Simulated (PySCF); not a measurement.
System: C2H3O, charge -1, multiplicity 1. It need not be the lowest isomer of its formula. Whether it binds its extra electron was not tested at this geometry. 
Geometry from a B3LYP-D3(BJ)/def2-TZVP (Ansatz) optimisation:
```
C
H 1 1.1012
O 1 1.4020 2 115.76
H 1 1.1036 2 110.82 3 -132.83
C 1 1.4964 2 119.35 4 -151.74
H 5 1.1195 1 104.60 2 158.13
```
Charge -1, spin multiplicity 1.

Dispersion corrections to the total energy (kcal/mol) from the dftd3 and dftd4 libraries through PySCF: D3(BJ) without and D4 with the three-body term, each with the damping fitted for the functional named.

```csv
functional,D3(BJ),D4
LC-wPBE,-1.34,-2.22
B3LYP,-2.68,-3.25
TPSS,-1.92,-2.75
BHLYP,-2.01,-2.10
r2SCAN,-0.39,?
HSE06,-0.87,?
PBE,-1.58,?
```

### Question
What belongs in the gaps?

### Answer

- r2SCAN, D4: -0.47
- HSE06, D4: -1.49
- PBE, D4: -2.02
